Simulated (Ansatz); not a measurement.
# B2H2 (triplet): PBE-QIDH, RPA-PBE over a scan of the distance B1–B2, 6-31G

How well do these functionals follow the top wave-function level for B2H2 (triplet) over a scan of the distance B1–B2?

Computed with Ansatz 0.2.0, Gaussian basis. Level: 6-31G, all electrons in the functionals, frozen cores in the correlation of double hybrids and RPA.

Plan: PBE-QIDH, RPA-PBE, at 1.237 Å; 1.431 Å; 1.585 Å; 1.767 Å; 1.968 Å; 2.173 Å; 2.507 Å; 2.969 Å; 3.449 Å; 4.225 Å; 5.504 Å.

11 further runs of the same task are left out: 10 that didn't finish, 1 set aside as unsound or not needed.

### Step 1. What is computed

The geometry derives from a PBE0/def2-TZVP stationary point (not a proven minimum). One bond is set to the value named and the two fragments are kept rigid.

4 atoms, charge 0, spin multiplicity 3.

Atoms are counted from 1 here; the program's logs count them from 0.

Bond lengths: B1–B2 1.585 Å, B1–H3 1.197 Å, B1–H4 1.197 Å. Angles: B2–B1–H3 118.9°, B2–B1–H4 118.9°, H3–B1–H4 122.2°.

No dispersion term is added.

The geometry shown and the zero of energy belong to the point 1.585 Å. The yardstick, FCI, and other wave-function levels (R restricted, U unrestricted, valence and pair active spaces) come from earlier runs.

### Step 2. PBE-QIDH, 1.237 Å

File in.yaml:

```yaml
crystal:
  periodic: [false, false, false]
  atoms:
    - {symbol: B, position_ang: [0.000000, 0.000000, 0.516430]}
    - {symbol: B, position_ang: [0.000000, 0.000000, -0.720570]}
    - {symbol: H, position_ang: [0.000000, 1.047868, 1.094792]}
    - {symbol: H, position_ang: [0.000000, -1.047868, 1.094792]}
basis:
  gaussian: {orbitals: 6-31G}
magnetization: {spin_polarized: true, initial_magnetization: 2}
hamiltonian: {xc: {name: PBE-QIDH}}
correlation: {electrons: outside_noble_gas}
```

The run is started by

```sh
$ ansatz run in.yaml --threads 1 --pin off --events-out ev --progress --plain --max-ram 2393MiB
```

Further steps of the session: PBE-QIDH, 1.431 Å; PBE-QIDH, 1.585 Å; PBE-QIDH, 1.767 Å; PBE-QIDH, 1.968 Å; PBE-QIDH, 2.173 Å; PBE-QIDH, 2.507 Å; PBE-QIDH, 2.969 Å; PBE-QIDH, 3.449 Å; PBE-QIDH, 4.225 Å; PBE-QIDH, 5.504 Å; RPA-PBE, 1.237 Å; RPA-PBE, 1.431 Å; RPA-PBE, 1.585 Å; RPA-PBE, 1.767 Å; RPA-PBE, 1.968 Å; RPA-PBE, 2.173 Å; RPA-PBE, 2.507 Å; RPA-PBE, 2.969 Å; RPA-PBE, 3.449 Å; RPA-PBE, 4.225 Å; RPA-PBE, 5.504 Å.

**Question.** What will the summary of the whole plan be? Wanted: span of the FCI curve; largest miss, PBE-QIDH; largest miss, RPA-PBE.

As calculated:

| quantity | value |
| --- | --- |
| span of the FCI curve | 315.8 kJ/mol |
| largest miss, PBE-QIDH | +45.8 kJ/mol (5.504 Å) |
| largest miss, RPA-PBE | -43.7 kJ/mol (2.969 Å) |

In words: Of the functionals, RPA-PBE keep the smallest largest miss at the points compared (at most 43.7 kJ/mol) and PBE-QIDH strays most (45.8 kJ/mol, at 5.504 Å). Functionals and the yardstick converge differently with the basis, so part of each miss in 6-31G is the basis.
